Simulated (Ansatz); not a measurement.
# H6OSi2: the cost of one run

Program: Ansatz 0.2.0. Level of theory: RKS PBE0-D4/def2-SVP. These are calculated values, not measurements.

**1. The structure to begin with**

Bond lengths: Si1–Si2 2.594 Å, Si1–O3 1.593 Å, Si1–H5 1.461 Å, Si1–H6 1.461 Å, Si2–H7 1.461 Å, Si2–H8 1.463 Å, Si2–H9 1.470 Å. Angles: Si1–Si2–H7 101.9°, Si1–Si2–H8 109.5°, Si1–Si2–H9 127.5°, H7–Si2–H8 106.1°, H7–Si2–H9 104.7°, H8–Si2–H9 105.2°, Si2–Si1–O3 89.1°, Si2–Si1–H5 110.6°, Si2–Si1–H6 109.8°, O3–Si1–H5 117.9°, O3–Si1–H6 119.0°, H5–Si1–H6 108.5°.

Coordinates:

```xyz
9

Si   -1.1779   -0.7135    0.0442
Si    0.9366    0.7880    0.1005
O    -0.3996   -1.7327   -0.9016
H     0.4928   -0.8374   -0.7276
H    -2.3103    0.0158   -0.5220
H    -1.5261   -1.1299    1.4001
H     0.3529    2.1272    0.1372
H     1.6287    0.6106    1.3774
H     2.0028    0.8720   -0.9083
```

**2. Pulling towards end A**

Springs on the bonds that form and break draw the guess towards this end; the thresholds are loose.

The input, input.yaml:

```yaml
crystal:
  periodic: [false, false, false]
  atoms:
    - { symbol: Si, position_ang: [-1.1779, -0.7135, 0.0442] }
    - { symbol: Si, position_ang: [0.9366, 0.788, 0.1005] }
    - { symbol: O, position_ang: [-0.3996, -1.7327, -0.9016] }
    - { symbol: H, position_ang: [0.4928, -0.8374, -0.7276] }
    - { symbol: H, position_ang: [-2.3103, 0.0158, -0.522] }
    - { symbol: H, position_ang: [-1.5261, -1.1299, 1.4001] }
    - { symbol: H, position_ang: [0.3529, 2.1272, 0.1372] }
    - { symbol: H, position_ang: [1.6287, 0.6106, 1.3774] }
    - { symbol: H, position_ang: [2.0028, 0.872, -0.9083] }
basis:
  gaussian: { orbitals: def2-SVP }
hamiltonian:
  xc: pbe0
  dispersion: d4
relax:
  f_tol: 0.15
  max_steps: 25
  restrain:
    - { distance: [3, 1], at: 2.72, k: 30.0 }
    - { distance: [0, 1], at: 2.22, k: 30.0 }
    - { distance: [3, 2], at: 0.97, k: 30.0 }
```

Launch:

```
$ ansatz run input.yaml --threads 2 --pin off --max-ram 3072MiB --backend cpu --events-out ev --progress --plain --runs-dir out
```

**Question.** How long does this run take on 2 threads of Intel Xeon Platinum 8259CL at 2.50GHz (Skylake/Cascade Lake), shared host, and how much memory does it need?

About 22 s, with a peak of 0.17 GiB.
